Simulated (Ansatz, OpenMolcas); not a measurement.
# CHP (methylidynephosphane): methods side by side

CHP has 3 atoms, charge 0, and is taken as a singlet. SMILES: `C#P`. The coordinates come from a GFN2-xTB relaxation.

```jsonl
{"atom": "C", "x (Å)": "-0.1371", "y (Å)": "0.0598", "z (Å)": "-0.0664"}
{"atom": "P", "x (Å)": "1.1492", "y (Å)": "-0.5127", "z (Å)": "0.5742"}
{"atom": "H", "x (Å)": "-1.0121", "y (Å)": "0.4528", "z (Å)": "-0.5078"}
```

Each level gives the energy change with the C1–P2 bond stretched from 1.547 to 1.934 Å (eV). The values are calculated.

```json
{"level": "SVWN5/STO-3G (restricted)", "kind": "LDA", "program": "Ansatz", "value (eV)": "3.30", "less FCI/STO-3G": "+0.66"}
{"level": "wB97X/STO-3G (restricted)", "kind": "range-separated hybrid", "program": "Ansatz", "value (eV)": "4.13", "less FCI/STO-3G": "+1.49"}
{"level": "B2PLYP/STO-3G (restricted)", "kind": "double hybrid", "program": "Ansatz", "value (eV)": "2.83", "less FCI/STO-3G": "+0.19"}
{"level": "MRCI(4,4)/STO-3G", "kind": "multireference", "program": "OpenMolcas", "value (eV)": "2.67", "less FCI/STO-3G": "+0.03"}
{"level": "BCCD(T)/STO-3G (restricted)", "kind": "coupled cluster or CI", "program": "Ansatz", "value (eV)": "2.66", "less FCI/STO-3G": "+0.02"}
{"level": "CCSD/STO-3G (restricted)", "kind": "coupled cluster or CI", "program": "Ansatz", "value (eV)": "2.83", "less FCI/STO-3G": "+0.19"}
{"level": "CCSDT(Q)/STO-3G (restricted)", "kind": "coupled cluster or CI", "program": "Ansatz", "value (eV)": "2.43", "less FCI/STO-3G": "-0.21"}
{"level": "CCSDT/STO-3G (restricted)", "kind": "coupled cluster or CI", "program": "Ansatz", "value (eV)": "2.69", "less FCI/STO-3G": "+0.05"}
{"level": "FCI/STO-3G", "kind": "exact in the basis", "program": "OpenMolcas", "value (eV)": "2.64", "less FCI/STO-3G": "0.00"}
```

FCI/STO-3G is exact within its basis and frozen core, so for wave-function methods in that basis the difference is their error; functionals converge differently with the basis, so for them it is only a difference. The first shape isn't each level's own minimum. The values span 2.43 to 4.13 eV. All rows use very small basis sets, so none should be taken for the real molecule's value.
